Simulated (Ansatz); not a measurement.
**How the polycrystal shear modulus of bcc Mo moves with the method**

No measured value is used here.

```json
[
 {"level (code)": "LDA (Ansatz)", "value (GPa)": "125", "cell (Å³/atom)": "15.06"},
 {"level (code)": "PBE (Ansatz)", "value (GPa)": "116", "cell (Å³/atom)": "15.79"},
 {"level (code)": "RPBE (Ansatz)", "value (GPa)": "113", "cell (Å³/atom)": "16.00"},
 {"level (code)": "PBE-D3(BJ) (Ansatz)", "value (GPa)": "127", "cell (Å³/atom)": "15.34"},
 {"level (code)": "r²SCAN (Ansatz)", "value (GPa)": "125", "cell (Å³/atom)": "15.64"},
 {"level (code)": "r²SCAN+rVV10 (Ansatz)", "value (GPa)": "128", "cell (Å³/atom)": "15.54"},
 {"level (code)": "HSE06 (Ansatz)", "value (GPa)": "134", "cell (Å³/atom)": "15.43"}
]
```

LDA, PBE, RPBE, PBE-D3(BJ), r²SCAN, r²SCAN+rVV10, HSE06: shear constants of such metals converge slowly with the k mesh. PBE-D3(BJ): the dispersion coefficients are held fixed in the derivatives. HSE06: hybrids on metals are sensitive to the k mesh. HSE06: the run warned that the count of filled bands differs between k points. Each level is taken at its own relaxed cell. Cutoffs and k meshes differ between the levels. Ansatz's density-functional and Hartree–Fock values are scalar-relativistic unless marked +SOC, with PAW data made under PBE.

Ansatz is a first-principles code.
